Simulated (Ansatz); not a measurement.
`BBCl` + H₂S → `SBCl` + BH₃  (cleavage of the B–B bond)

Program: Ansatz. Geometries: PBE0-D4/def2-TZVP. ΔE: electronic, gas phase. CCSD(T)/CBS adds triple-zeta CCSD(T) − MP2 to the extrapolated MP2 energy (def2 sets, frozen cores). This one scheme is used for every species. DFT in def2-TZVPP. HSE06 is defined as in plane-wave codes. Each species was taken in one conformer, which may not be the lowest.

```
          level  ΔE (kcal/mol)
    LDA (SPW92)          -20.3
      revPBE-D4          -20.9
        BLYP-D4          -20.8
           BLYP          -20.0
          HSE06          -20.6
   MP2/def2-SVP          -25.9
  CCSD/def2-SVP          -23.2
CCSD/def2-TZVPP          -21.0
```

**Question.** What does CCSD(T)/CBS give? (Best estimate.)

**Answer.** Computed: -21.5 kcal/mol. The listed levels differ from it by 1.2, 0.6, 0.7, 1.5, 0.9, -4.4, -1.7, 0.5 kcal/mol.

Largest T1 diagnostic among the species: 0.013.

Leaving LDA and LC-ωPBE aside and taking each functional with its dispersion term where it has one, the values, not all of them listed here, spread over 2.2 kcal/mol, from PBE-QIDH to B97M-V. At CCSD(T), def2-SVP lies −2.3 kcal/mol from the extrapolated value and def2-TZVPP −0.3 kcal/mol.
